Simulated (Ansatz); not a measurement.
I need a relaxed scan of one distance of CHF, SMILES [CH]F. Use the Python package of Ansatz (0.2.0). Use (for the species named): B3LYP, def2-SVP basis, multiplicity 1.

| atom | x (Å) | y (Å) | z (Å) |
| --- | --- | --- | --- |
| C | -0.1281 | -0.3592 | -0.1064 |
| F | 0.9696 | -0.0113 | 0.5302 |
| H | -0.8415 | 0.3705 | -0.4238 |

`relaxed_scan_chf.py`
```python
"""One bond of CHF held at set lengths while the rest relaxes."""

import ansatz as az
import numpy as np


def main() -> None:
    geometry_ang = [
        ("C", (-0.12813, -0.35919, -0.10637)),
        ("F", (0.96961, -0.01128, 0.53017)),
        ("H", (-0.84147, 0.37047, -0.4238)),
    ]
    system = az.Crystal.molecule()
    for symbol, xyz in geometry_ang:
        system = system.atom(symbol, xyz)

    setup = (
        system.calculation()
        .basis(gaussian="def2-SVP")  # atom-centred Gaussian functions
        .functional("b3lyp")
        .accuracy("medium")  # preset for grids and thresholds
    )
    symbols = [site.symbol for site in system.cartesian_sites]
    pairs = [(0, 1), (0, 2)]
    print("held (A)   E (eV)        ", "  ".join(f"{symbols[i]}{i}-{symbols[j]}{j}" for i, j in pairs))
    for length in [1.21, 1.32, 1.42, 1.58, 1.78]:
        r = setup.relax(constraints=[az.DistanceConstraint((0, 1), at=length)], force_tolerance=0.02, max_steps=60).run().report
        xyz = np.array(r["positions_ang"])
        print(f"{length:6.2f} {r['free_energy_ev']:14.5f}  ", "  ".join(f"{np.linalg.norm(xyz[i] - xyz[j]):.3f}" for i, j in pairs))


if __name__ == "__main__":
    main()
```

Running `python relaxed_scan_chf.py` prints:
```text
held (A)   E (eV)         C0-F1  C0-H2
DeckWarning: relax.constraints: the input's atoms, or those drawn, lie off the distances that are held; a relaxation that starts there is brought onto them ahead of its first SCF, by positions alone, [...]
  1.21    -3763.01093   1.210  1.145
  1.32    -3763.23272   1.320  1.134
  1.42    -3763.00705   1.420  1.128
  1.58    -3762.29359   1.580  1.124
  1.78    -3761.24119   1.780  1.124
```
(Warnings from the package without file and line, shortened, repeats left out.)

What to keep in mind:
- These settings explore the input space; basis and method may be short of convergence.
- The energies are electronic: no zero-point or thermal terms, and the basis set is short of its limit.
- b3lyp holds the VWN-RPA fit, as in Gaussian; the form of ORCA and Turbomole is b3lyp5.
- The whole script took 9.6 s on 1 thread of Arm Neoverse V2, on a shared host, peak memory 0.17 GiB.
